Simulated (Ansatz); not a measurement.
# C4H12Si: a ladder of functionals and wavefunction methods

How much do the methods differ for C4H12Si? The plan is to run it at one geometry with functionals of several rungs and with coupled cluster, and see how far each lands from CCSD(T) at the basis-set limit for the atomisation energy.

Method: functionals in def2-TZVPP, the program's frozen cores in correlated methods; program: Ansatz 0.2.0, Gaussian basis.

Plan: LDA (SPW92), PBE-D4, revPBE-D4, BLYP-D4, r2SCAN-D4, B97M-V, PBE0-D4, B3LYP-D4, r2SCANh-D4, r2SCAN0-D4, HSE06-D4, BHLYP-D4, CAM-B3LYP-D4, LC-ωPBE, ωB97X-V, ωB97M-V, B2PLYP, PBE-QIDH; CCSD(T)/def2-SVP; CCSD(T)/def2-TZVPP; MP2/def2-QZVPP; extrapolation to the limit; RPA on PBE.

## (1) The relaxed structure

The geometry comes from an earlier relaxation with PBE0-D4 in a triple-zeta def2 set; it is a stationary point, not always the lowest conformer.

SMILES `CC[SiH2]CC`, 17 atoms, charge 0, spin multiplicity 1.

Atoms are counted from 1 here; the program's logs count them from 0.

Bond lengths: C1–C2 1.526 Å, C1–H6 1.093 Å, C1–H7 1.093 Å, C1–H8 1.093 Å, C2–Si3 1.879 Å, C2–H9 1.095 Å, C2–H10 1.096 Å, Si3–C4 1.879 Å, Si3–H11 1.493 Å, Si3–H12 1.493 Å, C4–C5 1.526 Å, C4–H13 1.096 Å, C4–H14 1.095 Å, C5–H15 1.093 Å, C5–H16 1.093 Å, C5–H17 1.093 Å. Angles: C2–C1–H6 111.7°, C2–C1–H7 111.4°, C2–C1–H8 111.5°, H6–C1–H7 107.4°, H6–C1–H8 107.3°, H7–C1–H8 107.2°, C1–C2–Si3 113.7°, C1–C2–H9 110.4°, C1–C2–H10 110.4°, Si3–C2–H9 107.9°, Si3–C2–H10 108.4°, H9–C2–H10 105.7°, C2–Si3–C4 111.7°, C2–Si3–H11 109.3°, C2–Si3–H12 109.3°, C4–Si3–H11 109.3°, C4–Si3–H12 109.3°, H11–Si3–H12 107.9° and more.

## (2) LDA

This LDA is Slater exchange with PW92 correlation.

Contents of in.yaml:

```yaml
crystal:
  periodic: [false, false, false]
  atoms:
    - {symbol: C, position_ang: [0.158763, 0.702066, -2.019726]}
    - {symbol: C, position_ang: [0.973562, 0.973491, -0.758311]}
    - {symbol: Si, position_ang: [1.125391, -0.516558, 0.376664]}
    - {symbol: C, position_ang: [-0.558519, -1.164855, 0.901661]}
    - {symbol: C, position_ang: [-1.423903, -0.123013, 1.604808]}
    - {symbol: H, position_ang: [0.110240, 1.581265, -2.667465]}
    - {symbol: H, position_ang: [0.590847, -0.113366, -2.606254]}
    - {symbol: H, position_ang: [-0.869554, 0.418346, -1.779931]}
    - {symbol: H, position_ang: [1.985047, 1.301664, -1.021169]}
    - {symbol: H, position_ang: [0.531847, 1.799141, -0.189352]}
    - {symbol: H, position_ang: [1.906720, -0.135029, 1.590271]}
    - {symbol: H, position_ang: [1.873048, -1.599181, -0.328899]}
    - {symbol: H, position_ang: [-1.072771, -1.552144, 0.015050]}
    - {symbol: H, position_ang: [-0.398378, -2.030274, 1.553809]}
    - {symbol: H, position_ang: [-2.385329, -0.539116, 1.916945]}
    - {symbol: H, position_ang: [-1.635161, 0.729126, 0.953147]}
    - {symbol: H, position_ang: [-0.930548, 0.268038, 2.498854]}
basis:
  gaussian: {orbitals: def2-TZVPP}
hamiltonian: {xc: lda}
output: {orbitals: {seedname: orbitals}}
```

On the command line:

```bash
ansatz run in.yaml --threads 4 --pin off --events-out ev --progress --plain --max-ram 11315MiB
```

After this run come: PBE-D4 (GGA); revPBE-D4 (GGA); BLYP-D4 (GGA); r2SCAN-D4 (meta-GGA); B97M-V (meta-GGA); PBE0-D4 (hybrid); B3LYP-D4 (hybrid); r2SCANh-D4 (hybrid); r2SCAN0-D4 (hybrid); HSE06-D4 (hybrid); BHLYP-D4 (hybrid); CAM-B3LYP-D4 (range-separated); LC-ωPBE (range-separated); ωB97X-V (range-separated); ωB97M-V (range-separated); B2PLYP (double hybrid); PBE-QIDH (double hybrid); CCSD(T) in def2-SVP; CCSD(T) in def2-TZVPP; MP2 in def2-QZVPP; RPA on PBE orbitals.

Q: Predict the results of all the runs planned. Wanted: atomisation energy, CCSD(T)/CBS; farthest beyond LDA; mean size of error, GGA; mean size of error, meta-GGA; mean size of error, hybrid; mean size of error, range-separated; mean size of error, double hybrid; gap, smallest and largest; T1 diagnostic.

As calculated:

| quantity | value |
| --- | --- |
| atomisation energy, CCSD(T)/CBS | 6347.2 kJ/mol |
| functionals within 31.7 kJ/mol (0.5 %) | r2SCAN-D4, B97M-V, PBE0-D4, B3LYP-D4, r2SCANh-D4, HSE06-D4, CAM-B3LYP-D4, LC-ωPBE, ωB97X-V, ωB97M-V, PBE-QIDH |
| farthest beyond LDA | BHLYP-D4 (-98.8 kJ/mol) |
| mean size of error, GGA | 53.3 kJ/mol |
| mean size of error, meta-GGA | 9.1 kJ/mol |
| mean size of error, hybrid | 29.5 kJ/mol |
| mean size of error, range-separated | 20.5 kJ/mol |
| mean size of error, double hybrid | 42.9 kJ/mol |
| gap, smallest and largest | 6.73 eV (LDA (SPW92)), 13.75 eV (LC-ωPBE) |
| T1 diagnostic | 0.0093 |
| triples share of the correlation energy | 3.6 % |

**Reading.** LDA overbinds by 752.0 kJ/mol (12 %). PBE-D4 is off by +56.0 kJ/mol. Double hybrids carry the basis error of their MP2 part in triple zeta, and no dispersion term here, so their miss is partly the set-up's. The rungs meta-GGA, range-separated, hybrid miss on average by less than the doubt on the reference (31.7 kJ/mol), so they tie. Misses under about 31.7 kJ/mol are within the doubt on the reference itself, which lacks core-valence correlation, relativity and higher excitations. Hartree-Fock recovers 77 % of the binding; the rest is correlation. CCSD(T) in def2-SVP is off by -266.6 kJ/mol, worse than the median functional, from the basis alone. Orbital gaps span 6.7 to 13.8 eV; exact exchange widens them.
